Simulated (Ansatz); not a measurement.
# Molecular dynamics of H3NOSi

Input:

```yaml
crystal:
  periodic: [false, false, false]
  atoms:
    - { symbol: "N", position_ang: [-1.367205, -0.531957, -0.279903] }
    - { symbol: Si, position_ang: [-0.060572, 0.339809, -0.683766] }
    - { symbol: O, position_ang: [0.950035, 0.62446, 0.835944] }
    - { symbol: H, position_ang: [-2.073771, -0.851929, -0.952707] }
    - { symbol: H, position_ang: [1.551021, 0.552314, -0.391485] }
    - { symbol: H, position_ang: [1.000482, -0.132687, 1.471926] }
basis:
  gaussian: { orbitals: def2-SVP }
hamiltonian:
  xc: pbe
md:
  timestep: 0.5
  n_steps: 200
  ensemble: nve
  temperature: 300.0
  initial_velocities: maxwell_boltzmann
  seed: 7783
```

Launched with:

```bash
$ ansatz run input.yaml --threads 1 --pin off --max-ram 2048MiB --backend cpu --events-out ev --progress --plain --runs-dir out
```

It starts at the highest image of a converged band. Of that band: Neighbouring images differ by up to 1.3 eV, so the band resolves the path poorly. A vibrational analysis at the climbing image gives one clearly imaginary mode, 1331i cm⁻¹: a first-order saddle point.

Output, in part (one step line in 3, the closing report, with atoms numbered from 0):

```
md step     0: t =     0.00 fs  T =   300.0 K  F+E_penalty+E_count = -11447.87684936 eV  E_kin = 0.155112 eV  conserved = -11447.72173736 eV  (29 SCF iters)
md step     3: t =     1.50 fs  T =   239.6 K  F+E_penalty+E_count = -11447.84456377 eV  E_kin = 0.123868 eV  conserved = -11447.72069610 eV  (30 SCF iters)
md step     6: t =     3.00 fs  T =   269.4 K  F+E_penalty+E_count = -11447.85963647 eV  E_kin = 0.139265 eV  conserved = -11447.72037108 eV  (28 SCF iters)
md step     9: t =     4.50 fs  T =   474.1 K  F+E_penalty+E_count = -11447.96627994 eV  E_kin = 0.245142 eV  conserved = -11447.72113770 eV  (28 SCF iters)
md step    12: t =     6.00 fs  T =   712.7 K  F+E_penalty+E_count = -11448.08939410 eV  E_kin = 0.368481 eV  conserved = -11447.72091297 eV  (29 SCF iters)
md step    15: t =     7.50 fs  T =  1035.9 K  F+E_penalty+E_count = -11448.25690418 eV  E_kin = 0.535576 eV  conserved = -11447.72132806 eV  (30 SCF iters)
md step    18: t =     9.00 fs  T =  1430.6 K  F+E_penalty+E_count = -11448.46120508 eV  E_kin = 0.739656 eV  conserved = -11447.72154880 eV  (29 SCF iters)
md step    21: t =    10.50 fs  T =  1760.1 K  F+E_penalty+E_count = -11448.63344293 eV  E_kin = 0.910064 eV  conserved = -11447.72337879 eV  (28 SCF iters)
md step    24: t =    12.00 fs  T =  1736.3 K  F+E_penalty+E_count = -11448.61968395 eV  E_kin = 0.897712 eV  conserved = -11447.72197211 eV  (29 SCF iters)
md step    27: t =    13.50 fs  T =  1644.1 K  F+E_penalty+E_count = -11448.57113271 eV  E_kin = 0.850086 eV  conserved = -11447.72104669 eV  (30 SCF iters)
md step    30: t =    15.00 fs  T =  1762.1 K  F+E_penalty+E_count = -11448.63205526 eV  E_kin = 0.911089 eV  conserved = -11447.72096654 eV  (29 SCF iters)
md step    33: t =    16.50 fs  T =  2079.2 K  F+E_penalty+E_count = -11448.79733966 eV  E_kin = 1.075014 eV  conserved = -11447.72232529 eV  (28 SCF iters)
md step    36: t =    18.00 fs  T =  2251.9 K  F+E_penalty+E_count = -11448.88690996 eV  E_kin = 1.164335 eV  conserved = -11447.72257544 eV  (28 SCF iters)
md step    39: t =    19.50 fs  T =  2264.6 K  F+E_penalty+E_count = -11448.89170702 eV  E_kin = 1.170867 eV  conserved = -11447.72083953 eV  (27 SCF iters)
md step    42: t =    21.00 fs  T =  2344.2 K  F+E_penalty+E_count = -11448.93493387 eV  E_kin = 1.212031 eV  conserved = -11447.72290242 eV  (27 SCF iters)
md step    45: t =    22.50 fs  T =  2204.5 K  F+E_penalty+E_count = -11448.86115875 eV  E_kin = 1.139836 eV  conserved = -11447.72132260 eV  (29 SCF iters)
md step    48: t =    24.00 fs  T =  2146.0 K  F+E_penalty+E_count = -11448.83018241 eV  E_kin = 1.109551 eV  conserved = -11447.72063190 eV  (27 SCF iters)
md step    51: t =    25.50 fs  T =  2340.7 K  F+E_penalty+E_count = -11448.93191956 eV  E_kin = 1.210232 eV  conserved = -11447.72168795 eV  (28 SCF iters)
md step    54: t =    27.00 fs  T =  2499.1 K  F+E_penalty+E_count = -11449.01511566 eV  E_kin = 1.292151 eV  conserved = -11447.72296508 eV  (29 SCF iters)
md step    57: t =    28.50 fs  T =  2463.6 K  F+E_penalty+E_count = -11448.99394032 eV  E_kin = 1.273780 eV  conserved = -11447.72016022 eV  (28 SCF iters)
md step    60: t =    30.00 fs  T =  2587.2 K  F+E_penalty+E_count = -11449.06115462 eV  E_kin = 1.337692 eV  conserved = -11447.72346264 eV  (28 SCF iters)
md step    63: t =    31.50 fs  T =  2417.7 K  F+E_penalty+E_count = -11448.97145263 eV  E_kin = 1.250032 eV  conserved = -11447.72142089 eV  (27 SCF iters)
md step    66: t =    33.00 fs  T =  2278.7 K  F+E_penalty+E_count = -11448.89882717 eV  E_kin = 1.178179 eV  conserved = -11447.72064807 eV  (28 SCF iters)
md step    69: t =    34.50 fs  T =  2423.3 K  F+E_penalty+E_count = -11448.97422624 eV  E_kin = 1.252966 eV  conserved = -11447.72126049 eV  (28 SCF iters)
md step    72: t =    36.00 fs  T =  2673.6 K  F+E_penalty+E_count = -11449.10556418 eV  E_kin = 1.382375 eV  conserved = -11447.72318869 eV  (28 SCF iters)
md step    75: t =    37.50 fs  T =  2731.7 K  F+E_penalty+E_count = -11449.13261923 eV  E_kin = 1.412413 eV  conserved = -11447.72020610 eV  (27 SCF iters)
md step    78: t =    39.00 fs  T =  3033.9 K  F+E_penalty+E_count = -11449.29200269 eV  E_kin = 1.568652 eV  conserved = -11447.72335090 eV  (27 SCF iters)
md step    81: t =    40.50 fs  T =  3091.3 K  F+E_penalty+E_count = -11449.32084373 eV  E_kin = 1.598326 eV  conserved = -11447.72251728 eV  (28 SCF iters)
md step    84: t =    42.00 fs  T =  2917.4 K  F+E_penalty+E_count = -11449.22928305 eV  E_kin = 1.508420 eV  conserved = -11447.72086322 eV  (27 SCF iters)
md step    87: t =    43.50 fs  T =  2951.3 K  F+E_penalty+E_count = -11449.24706123 eV  E_kin = 1.525922 eV  conserved = -11447.72113891 eV  (28 SCF iters)
md step    90: t =    45.00 fs  T =  3113.7 K  F+E_penalty+E_count = -11449.33337743 eV  E_kin = 1.609926 eV  conserved = -11447.72345180 eV  (27 SCF iters)
md step    93: t =    46.50 fs  T =  3001.6 K  F+E_penalty+E_count = -11449.27250752 eV  E_kin = 1.551958 eV  conserved = -11447.72054980 eV  (26 SCF iters)
md step    96: t =    48.00 fs  T =  3062.2 K  F+E_penalty+E_count = -11449.30631092 eV  E_kin = 1.583266 eV  conserved = -11447.72304448 eV  (26 SCF iters)
md step    99: t =    49.50 fs  T =  2921.2 K  F+E_penalty+E_count = -11449.23309639 eV  E_kin = 1.510394 eV  conserved = -11447.72270193 eV  (27 SCF iters)
md step   102: t =    51.00 fs  T =  2517.7 K  F+E_penalty+E_count = -11449.02221654 eV  E_kin = 1.301729 eV  conserved = -11447.72048732 eV  (28 SCF iters)
md step   105: t =    52.50 fs  T =  2386.5 K  F+E_penalty+E_count = -11448.95466226 eV  E_kin = 1.233926 eV  conserved = -11447.72073578 eV  (28 SCF iters)
md step   108: t =    54.00 fs  T =  2479.0 K  F+E_penalty+E_count = -11449.00484773 eV  E_kin = 1.281734 eV  conserved = -11447.72311394 eV  (28 SCF iters)
md step   111: t =    55.50 fs  T =  2330.9 K  F+E_penalty+E_count = -11448.92659755 eV  E_kin = 1.205150 eV  conserved = -11447.72144760 eV  (28 SCF iters)
md step   114: t =    57.00 fs  T =  2362.1 K  F+E_penalty+E_count = -11448.94293733 eV  E_kin = 1.221277 eV  conserved = -11447.72165998 eV  (28 SCF iters)
md step   117: t =    58.50 fs  T =  2482.4 K  F+E_penalty+E_count = -11449.00733216 eV  E_kin = 1.283489 eV  conserved = -11447.72384272 eV  (28 SCF iters)
md step   120: t =    60.00 fs  T =  2206.9 K  F+E_penalty+E_count = -11448.86150111 eV  E_kin = 1.141035 eV  conserved = -11447.72046628 eV  (29 SCF iters)
md step   123: t =    61.50 fs  T =  2184.4 K  F+E_penalty+E_count = -11448.85005334 eV  E_kin = 1.129411 eV  conserved = -11447.72064237 eV  (29 SCF iters)
md step   126: t =    63.00 fs  T =  2391.2 K  F+E_penalty+E_count = -11448.95961028 eV  E_kin = 1.236326 eV  conserved = -11447.72328418 eV  (28 SCF iters)
md step   129: t =    64.50 fs  T =  2308.7 K  F+E_penalty+E_count = -11448.91456081 eV  E_kin = 1.193673 eV  conserved = -11447.72088804 eV  (29 SCF iters)
md step   132: t =    66.00 fs  T =  2480.9 K  F+E_penalty+E_count = -11449.00446354 eV  E_kin = 1.282728 eV  conserved = -11447.72173570 eV  (28 SCF iters)
md step   135: t =    67.50 fs  T =  2729.7 K  F+E_penalty+E_count = -11449.13535500 eV  E_kin = 1.411379 eV  conserved = -11447.72397573 eV  (28 SCF iters)
md step   138: t =    69.00 fs  T =  2531.6 K  F+E_penalty+E_count = -11449.02935805 eV  E_kin = 1.308916 eV  conserved = -11447.72044245 eV  (28 SCF iters)
md step   141: t =    70.50 fs  T =  2580.7 K  F+E_penalty+E_count = -11449.05529064 eV  E_kin = 1.334301 eV  conserved = -11447.72098980 eV  (29 SCF iters)
md step   144: t =    72.00 fs  T =  2802.6 K  F+E_penalty+E_count = -11449.17243591 eV  E_kin = 1.449049 eV  conserved = -11447.72338646 eV  (28 SCF iters)
md step   147: t =    73.50 fs  T =  2689.6 K  F+E_penalty+E_count = -11449.11229112 eV  E_kin = 1.390638 eV  conserved = -11447.72165346 eV  (27 SCF iters)
md step   150: t =    75.00 fs  T =  2728.3 K  F+E_penalty+E_count = -11449.13122326 eV  E_kin = 1.410652 eV  conserved = -11447.72057110 eV  (27 SCF iters)
md step   153: t =    76.50 fs  T =  3012.8 K  F+E_penalty+E_count = -11449.28229083 eV  E_kin = 1.557752 eV  conserved = -11447.72453858 eV  (27 SCF iters)
md step   156: t =    78.00 fs  T =  2780.8 K  F+E_penalty+E_count = -11449.15857132 eV  E_kin = 1.437784 eV  conserved = -11447.72078696 eV  (27 SCF iters)
md step   159: t =    79.50 fs  T =  2698.8 K  F+E_penalty+E_count = -11449.11618207 eV  E_kin = 1.395379 eV  conserved = -11447.72080267 eV  (27 SCF iters)
md step   162: t =    81.00 fs  T =  2833.8 K  F+E_penalty+E_count = -11449.18847675 eV  E_kin = 1.465202 eV  conserved = -11447.72327509 eV  (27 SCF iters)
md step   165: t =    82.50 fs  T =  2652.5 K  F+E_penalty+E_count = -11449.09364180 eV  E_kin = 1.371461 eV  conserved = -11447.72218043 eV  (27 SCF iters)
md step   168: t =    84.00 fs  T =  2552.6 K  F+E_penalty+E_count = -11449.04020308 eV  E_kin = 1.319816 eV  conserved = -11447.72038711 eV  (27 SCF iters)
md step   171: t =    85.50 fs  T =  2751.9 K  F+E_penalty+E_count = -11449.14706880 eV  E_kin = 1.422864 eV  conserved = -11447.72420476 eV  (27 SCF iters)
md step   174: t =    87.00 fs  T =  2528.4 K  F+E_penalty+E_count = -11449.02802307 eV  E_kin = 1.307260 eV  conserved = -11447.72076275 eV  (27 SCF iters)
md step   177: t =    88.50 fs  T =  2493.7 K  F+E_penalty+E_count = -11449.01009372 eV  E_kin = 1.289351 eV  conserved = -11447.72074272 eV  (27 SCF iters)
md step   180: t =    90.00 fs  T =  2717.7 K  F+E_penalty+E_count = -11449.12792834 eV  E_kin = 1.405164 eV  conserved = -11447.72276464 eV  (27 SCF iters)
md step   183: t =    91.50 fs  T =  2716.2 K  F+E_penalty+E_count = -11449.12712484 eV  E_kin = 1.404394 eV  conserved = -11447.72273092 eV  (27 SCF iters)
md step   186: t =    93.00 fs  T =  2607.3 K  F+E_penalty+E_count = -11449.06787325 eV  E_kin = 1.348092 eV  conserved = -11447.71978160 eV  (27 SCF iters)
md step   189: t =    94.50 fs  T =  2808.9 K  F+E_penalty+E_count = -11449.17585235 eV  E_kin = 1.452305 eV  conserved = -11447.72354768 eV  (27 SCF iters)
md step   192: t =    96.00 fs  T =  2693.2 K  F+E_penalty+E_count = -11449.11401256 eV  E_kin = 1.392505 eV  conserved = -11447.72150708 eV  (27 SCF iters)
md step   195: t =    97.50 fs  T =  2587.8 K  F+E_penalty+E_count = -11449.05860574 eV  E_kin = 1.338000 eV  conserved = -11447.72060536 eV  (27 SCF iters)
md step   198: t =    99.00 fs  T =  2748.7 K  F+E_penalty+E_count = -11449.14327563 eV  E_kin = 1.421169 eV  conserved = -11447.72210625 eV  (27 SCF iters)
md step   200: t =   100.00 fs  T =  2834.4 K  F+E_penalty+E_count = -11449.18915662 eV  E_kin = 1.465505 eV  conserved = -11447.72365209 eV  (28 SCF iters)
Total energy: -11449.18918705 eV, -420.7499420850 hartree
Atom 0 at    -0.498536     0.007165    -0.189727 Å, force    -0.295793    -0.697516     1.353227 eV/Å
Atom 1 at    -0.906279     0.237330    -1.702563 Å, force     0.163995     0.081593     0.065989 eV/Å
Atom 2 at     1.503161     0.267532     2.270953 Å, force     0.745200     0.375957     0.149647 eV/Å
Atom 3 at    -0.525166    -0.319213     0.814272 Å, force     0.127691     0.611423    -1.303744 eV/Å
Atom 4 at     1.352771     0.141018     1.308306 Å, force     0.438602     0.293687     0.185457 eV/Å
Atom 5 at     2.363201     0.774791     2.361421 Å, force    -1.179696    -0.665144    -0.450576 eV/Å
Dipole moment:     0.094413     0.058203    -0.277016 e Å
```

The run went to its last step. The conserved energy stayed within 0.52 meV per atom of its start (net change -0.32 meV per atom), so the integration is sound. The system heated up, since it started high on the potential surface and ran downhill. A run of 0.1 ps of so small a system gives no equilibrium averages. The orbitals stay closed-shell, which can raise the energy where a bond breaks towards radicals; this wasn't checked here.

The step under study would form O3–H5 and break Si2–H5. These pairs go: O3–H5 1.37 → 0.98 Å, Si2–H5 1.65 → 3.77 Å. In the last frame they stand as after the step (other bonds may differ from the relaxed reactants and products). Also parted: Si2–O3 1.85 → 4.65 Å. It ends as H2O + HNSi. Pairs count as bonded within 1.25 times the sum of covalent radii (0.12 Å more for H–H).

Last frame:

```xyz
6
Properties=species:S:1:pos:R:3
N -0.498 0.007 -0.190
Si -0.906 0.237 -1.703
O 1.503 0.268 2.271
H -0.525 -0.319 0.814
H 1.353 0.141 1.308
H 2.363 0.775 2.361
```

Run time: 3.4 min on 1 thread of Arm Neoverse V2 (shared host), peak memory 0.11 GiB.
